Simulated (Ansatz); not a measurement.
A displaced shape of singlet NaCl:

| atom | x (Å) | y (Å) | z (Å) |
| --- | --- | --- | --- |
| Na | -0.0304 | -0.0228 | -1.3873 |
| Cl | 0.0404 | -0.0287 | 0.9250 |

It was optimised with PBE0/def2-SVP in Ansatz (development build ahead of 0.2.0) to forces under 0.001 eV/Å, with restricted orbitals. Each step stands on the lowest determinant of that kind that the program's search found.

(1) What shape does it relax to, and how does the optimisation go?

Answers

(1)

```
atom    x (Å)    y (Å)    z (Å)
  Na  -0.0308  -0.0228  -1.3998
  Cl   0.0408  -0.0287   0.9375
```

Bond lengths: Na1–Cl2 2.338 Å.

```
step  E − E(start) (eV)  largest force (eV/Å)
   1             0.0000                0.1995
   2            -0.0021                0.0712
   3            -0.0024                0.0015
   4            -0.0024                0.0000
```

The optimisation ended after 4 steps with its threshold met.
